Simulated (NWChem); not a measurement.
# PBE/MINI run of SF4 (sulfur tetrafluoride)

What is the vertical ionisation energy of SF4 (sulfur tetrafluoride) at PBE/MINI? 

Program for the calculation: NWChem 7.3.0.

1 further run of the same task is left out (it didn't finish).

**1. The system as given**

SF4 has 5 atoms, charge 0, and is taken as a singlet. SMILES: `FS(F)(F)F`. The shape is that of a PBE0-D4/def2-TZVP optimisation.

Bond lengths: F1–S2 1.553 Å, S2–F3 1.649 Å, S2–F4 1.649 Å, S2–F5 1.553 Å. Angles: F1–S2–F3 87.6°, F1–S2–F4 87.6°, F1–S2–F5 101.3°, F3–S2–F4 172.5°, F3–S2–F5 87.6°, F4–S2–F5 87.6°.

**2. The energy at PBE/MINI**

mol.nw reads:

```
start mol
memory 2200 mb
charge 0
geometry noautosym nocenter noautoz
  F       -0.561200      -0.228000       1.172800
  S        0.064000      -0.357400      -0.243000
  F        1.536700      -0.462000       0.491400
  F       -1.440100      -0.077300      -0.858200
  F        0.400600       1.124600      -0.563100
end
basis spherical bse
  * library MINI
end
dft
  xc xpbe96 cpbe96
  mult 1
  grid fine
  convergence energy 1e-08
  maxiter 100
  mulliken
  noprint "final vectors analysis"
end
task dft energy
```

Run with:

```console
$ nwchem mol.nw > mol.out
```

The log of the run:

```text
[...]
          Wavefunction type:  closed shell.
          No. of atoms     :     5
          No. of electrons :    52
[...]
          Charge           :     0
          Spin multiplicity:     1
[...]
          AO basis - number of functions:    29
[...]
              XC Information
              --------------
          PerdewBurkeErnzerhof Exchange Functional  1.000
            Perdew 1991 LDA Correlation Functional  1.000 local
           PerdewBurkeErnz. Correlation Functional  1.000 non-local
[...]
 d= 0,ls=0.0,diis     1   -791.9039887966 -1.09D+03  1.43D-01  1.14D+00     0.3
[...]
 d= 0,ls=0.0,diis    10   -792.1899109237 -7.25D-10  4.49D-07  5.08D-11     2.2
         Total DFT energy =     -792.189910923703
      One electron energy =    -1694.110242294570
           Coulomb energy =      670.378281062948
    Exchange-Corr. energy =      -67.177010269534
 Nuclear repulsion energy =      298.719060577453
[...]
      Total Density - Mulliken Population Analysis
     ---------------------------------------------
    Atom       Charge   Shell Charges
 -----------   ------   -------------------------------------------------------
    1 F    9     9.29   2.00  1.98  5.32
    2 S   16    14.76   2.00  2.00  1.78  5.95  3.03
    3 F    9     9.33   2.00  1.98  5.35
    4 F    9     9.33   2.00  1.98  5.35
    5 F    9     9.29   2.00  1.98  5.32
[...]
```

Run time: 3.3 s. Hardware: 1 thread of Intel Xeon Platinum 8488C (Sapphire Rapids), shared host; peak memory 0.11 GiB.

**3. The doublet cation at the same level**

f4s.nw reads:

```
start f4s
memory total 2200 mb
charge 1

geometry noautosym nocenter noautoz
  F       -0.561200      -0.228000       1.172800
  S        0.064000      -0.357400      -0.243000
  F        1.536700      -0.462000       0.491400
  F       -1.440100      -0.077300      -0.858200
  F        0.400600       1.124600      -0.563100
end

basis spherical bse
  F library MINI
  S library MINI
end

dft
  xc xpbe96 cpbe96
  mult 2
  grid fine
  convergence energy 1e-08
  maxiter 100
  mulliken
  noprint "final vectors analysis"
end

task dft energy
```

Run with:

```console
$ nwchem f4s.nw > f4s.out
```

The log of the run:

```text
[...]
          Wavefunction type:  spin polarized.
          No. of atoms     :     5
          No. of electrons :    51
[...]
          Charge           :     1
          Spin multiplicity:     2
[...]
          AO basis - number of functions:    29
[...]
              XC Information
              --------------
          PerdewBurkeErnzerhof Exchange Functional  1.000
            Perdew 1991 LDA Correlation Functional  1.000 local
           PerdewBurkeErnz. Correlation Functional  1.000 non-local
[...]
 d= 0,ls=0.0,diis     1   -791.3705686656 -1.09D+03  6.75D-02  3.31D-01     0.6
[...]
 d= 0,ls=0.5,diis    48   -791.7637871673 -8.49D-09  2.88D-08  4.07D-09    16.7
[...]
         Total DFT energy =     -791.763787173839
      One electron energy =    -1675.119654648312
           Coulomb energy =      651.018017568084
    Exchange-Corr. energy =      -66.381210671063
 Nuclear repulsion energy =      298.719060577453
[...]
      Total Density - Mulliken Population Analysis
     ---------------------------------------------
    Atom       Charge   Shell Charges
 -----------   ------   -------------------------------------------------------
    1 F    9     9.17   2.00  1.99  5.18
    2 S   16    14.47   2.00  2.00  1.69  5.95  2.83
    3 F    9     9.09   2.00  1.99  5.11
    4 F    9     9.09   2.00  1.99  5.11
    5 F    9     9.17   2.00  1.99  5.18
[...]
      <S2> =      0.7526 (Exact =     0.7500)
[...]
```

Wall time 18 s (1 thread of Intel Xeon Platinum 8488C (Sapphire Rapids), shared host); peak memory 0.11 GiB.

**4. Results**

Level: PBE/MINI.

| quantity | value |
| --- | --- |
| singlet SF4: total energy | -792.18991 Eh |
| singlet SF4: dipole moment | 0.83 D |
| doublet cation: total energy | -791.76379 Eh |
| doublet cation: ⟨S²⟩ | 0.753 |
| vertical ionisation energy (to the doublet cation) | 11.595 eV |

Removing an electron at fixed nuclei costs 11.60 eV (1119 kJ/mol). In a minimal basis such a difference can be off by several eV, whatever the method.
